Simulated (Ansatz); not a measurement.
# PN (singlet): trial inputs and their diagnosis at distance N1–P2 = 5.074 Å

4 inputs are run for PN (singlet) as typed; the log has to tell whether the result can be used and what must change.

Program: Ansatz 0.2.0, Gaussian basis. Level of theory: the settings change from run to run. These are calculated values, not measurements.

29 further runs of the same task are left out: 5 for a known fault of the program, 20 that didn't finish, 4 set aside as unsound or not needed.

## 1. The geometry

The geometry derives from a PBE0/def2-TZVP stationary point (not a proven minimum). One bond is set to the value named and the two fragments are kept rigid.

2 atoms, charge 0, spin multiplicity 1.

Atoms are counted from 1 here; the program's logs count them from 0.

No contacts short enough for the rule that draws bonds.

As a file:

| atom | x (Å) | y (Å) | z (Å) |
| --- | --- | --- | --- |
| N1 | 0.0000 | 0.0000 | 0.0000 |
| P2 | 0.0000 | 0.0000 | 5.0740 |

## 2. Try 1

The input, in.yaml:

```yaml
crystal:
  periodic: [false, false, false]
  atoms:
    - {symbol: N, position_ang: [0.000000, 0.000000, 0.000000]}
    - {symbol: P, position_ang: [0.000000, 0.000000, 5.074000]}
basis:
  gaussian: {orbitals: 6-31G}
correlation: {active_space: {window: {electrons: 2, orbitals: 2}, places: [1, 2]}}
scf: {lower_state_search: off}
```

On the command line:

```console
$ ansatz run in.yaml --threads 1 --pin off --events-out ev --progress --plain --max-ram 2393MiB
```

The program printed:

```text
Error: invalid value for `correlation.active_space`: name one of window, places and ras
```

It took 0.03 s on 1 thread of Arm Neoverse V1, shared host.

What is wrong: The run was refused. The active space is defined twice. To mend it, keep one definition.

## 3. Try 2

The input, in.yaml:

```yaml
crystal:
  periodic: [false, false, false]
  atoms:
    - {symbol: N, position_ang: [0.000000, 0.000000, 0.000000]}
    - {symbol: P, position_ang: [0.000000, 0.000000, 5.074000]}
basis:
  gaussian: {orbitals: cc-pVDZ}
magnetization: {spin_polarized: false}
correlation: {method: sc_nevpt2, electrons: outside_noble_gas}
```

The command is unchanged.

The program printed:

```text
Error: this correlation method needs an active space: name one as the reference
```

It took 0.03 s on 1 thread of Arm Neoverse V1, shared host.

Diagnosis: The run was refused. This method needs an active space and has none. Fix: add an active_space block.

## 4. Try 3

The input, in.yaml:

```yaml
crystal:
  periodic: [false, false, false]
  atoms:
    - {symbol: N, position_ang: [0.000000, 0.000000, 0.000000]}
    - {symbol: P, position_ang: [0.000000, 0.000000, 5.074000]}
basis:
  gaussian: {orbitals: 6-31G}
correlation: {method: sc_nevpt2, electrons: outside_noble_gas, active_space: {window: {electrons: 2, orbitals: 200}}}
accuracy: high
```

Launched as before.

The program printed:

```text
Functional definition: HF
  name "HF"
  cite "Fock, Z. Phys. 61, 126 (1930) doi:10.1007/BF01340294"
  parent pbe
  exchange = exact_x
  correlation = 0
413 factors; integrals over basis functions are off by at most 3.1e-9 eV
mean field evaluation 1: about -10660.2611 eV, gradient 8.6e1 eV
mean field evaluation 2: about -10660.2611 eV, gradient 8.6e1 eV
mean field evaluation 4: about -10631.0243 eV, gradient 1.4e2 eV
mean field evaluation 8: about -10716.4778 eV, gradient 7.6e1 eV
mean field evaluation 16: about -10738.2132 eV, gradient 2.4e-8 eV
mean field evaluation 32: about -10738.2692 eV, gradient 2.5e-1 eV
mean field evaluation 64: about -10738.3648 eV, gradient 3.2e-1 eV
mean field evaluation 96: about -10738.4656 eV, gradient 3.8e-1 eV
mean field evaluation 128: about -10738.1069 eV, gradient 3.2e0 eV
mean field evaluation 160: about -10738.3937 eV, gradient 2.6e-1 eV
mean field evaluation 192: about -10736.4910 eV, gradient 1.8e1 eV
mean field evaluation 224: about -10738.1608 eV, gradient 1.3e-1 eV
mean field evaluation 256: about -10736.3477 eV, gradient 1.8e1 eV
mean field evaluation 288: about -10738.4634 eV, gradient 2.4e-1 eV
mean field evaluation 320: about -10738.4709 eV, gradient 3.5e-2 eV
mean field evaluation 352: about -10738.4654 eV, gradient 9.8e-4 eV
mean field evaluation 384: about -10736.0627 eV, gradient 1.0e1 eV
mean field evaluation 416: about -10738.1538 eV, gradient 2.2e-1 eV
mean field evaluation 448: about -10738.2537 eV, gradient 4.0e-2 eV
mean field evaluation 480: about -10630.1349 eV, gradient 8.7e1 eV
mean field evaluation 512: about -10738.4682 eV, gradient 1.9e-1 eV
mean field -10738.47095427 eV, -394.6315287722 hartree, gradient 1.1e-8 eV, S^2 0.000000; 28 other end points of the search recorded, 0 dependent functions left out; unrestricted orbitals would lower it
reference -10738.47095427 eV, -394.6315287722 hartree; 11, 11 occupied and 11, 11 virtual orbitals, 413 factors
Error: 2 electrons in 200 orbitals form no window around the highest filled level of the reference
```

It took 0.99 s on 1 thread of Arm Neoverse V1, shared host.

**Diagnosis.** The run stopped with an error. The active window can't be built from these electrons and orbitals. Cure: choose counts that fit the spin, the electrons and the basis.

## 5. Try 4

The input, in.yaml:

```yaml
crystal:
  periodic: [false, false, false]
  atoms:
    - {symbol: N, position_ang: [0.000000, 0.000000, 0.000000]}
    - {symbol: P, position_ang: [0.000000, 0.000000, 5.074000]}
basis:
  gaussian: {orbitals: def2-mTZVP}
correlation: {active_space: {ras: {orbitals: [5, 0, 30], electrons: 11, max_holes: 2, max_particles: 2}, fixed_orbitals: true}}
output: {forces: true}
```

Same command.

The program printed:

```text
Functional definition: HF
  name "HF"
  cite "Fock, Z. Phys. 61, 126 (1930) doi:10.1007/BF01340294"
  parent pbe
  exchange = exact_x
  correlation = 0
326 factors; integrals over basis functions are off by at most 5.1e-4 eV
mean field evaluation 1: about -10664.6485 eV, gradient 8.9e1 eV
mean field evaluation 2: about -10664.6485 eV, gradient 8.9e1 eV
mean field evaluation 4: about -10661.9628 eV, gradient 9.5e1 eV
mean field evaluation 8: about -10675.0778 eV, gradient 8.9e1 eV
mean field evaluation 16: about -10739.4492 eV, gradient 1.3e0 eV
mean field evaluation 32: about -10739.4683 eV, gradient 6.3e-1 eV
mean field evaluation 64: about -10739.5228 eV, gradient 2.5e0 eV
mean field evaluation 96: about -10739.4148 eV, gradient 1.0e-6 eV
mean field evaluation 128: about -10739.7776 eV, gradient 6.1e-3 eV
mean field evaluation 160: about -10739.7767 eV, gradient 2.4e-1 eV
mean field evaluation 192: about -10739.4805 eV, gradient 2.2e-3 eV
mean field evaluation 224: about -10739.3720 eV, gradient 2.7e-1 eV
mean field evaluation 256: about -10739.4078 eV, gradient 1.7e-1 eV
mean field evaluation 288: about -10739.7775 eV, gradient 1.1e-1 eV
mean field evaluation 320: about -10739.5287 eV, gradient 3.8e-1 eV
mean field evaluation 352: about -10739.5933 eV, gradient 4.0e-1 eV
mean field evaluation 384: about -10739.7116 eV, gradient 3.0e-1 eV
mean field evaluation 416: about -10738.2571 eV, gradient 1.6e1 eV
mean field evaluation 448: about -10739.3699 eV, gradient 7.0e-1 eV
mean field evaluation 480: about -10739.4765 eV, gradient 8.7e-1 eV
mean field evaluation 512: about -10731.1324 eV, gradient 4.4e1 eV
mean field evaluation 544: about -10738.2953 eV, gradient 9.3e0 eV
mean field evaluation 576: about -10739.7744 eV, gradient 5.7e-1 eV
mean field evaluation 608: about -10736.4978 eV, gradient 2.4e1 eV
mean field -10739.77767873 eV, -394.6795500105 hartree, gradient 5.7e-9 eV, S^2 0.000000; 31 other end points of the search recorded, 0 dependent functions left out
reference -10739.77767873 eV, -394.6795500105 hartree; 11, 11 occupied and 30, 30 virtual orbitals, 326 factors
Error: 11 electrons in 35 orbitals form no window around the highest filled level of the reference
```

It took 1.9 s on 1 thread of Arm Neoverse V1, shared host.

Diagnosis: The run stopped with an error. The electron count of the restricted space is wrong. Cure: count the correlated electrons again.

## 6. How the runs ended

| try | level | ended | cause | time |
| --- | --- | --- | --- | --- |
| 1 | CASSCF(2,2)/6-31G | refused | the active space is defined twice | 0.03 s |
| 2 | 'sc_nevpt2'/cc-pVDZ | refused | this method needs an active space and has none | 0.03 s |
| 3 | NEVPT2(2,200)/6-31G | stopped by an error | the active window can't be built from these electrons and orbitals | 0.99 s |
| 4 | CISD/def2-mTZVP | stopped by an error | the electron count of the restricted space is wrong | 1.9 s |

2 refused, 2 stopped by an error.
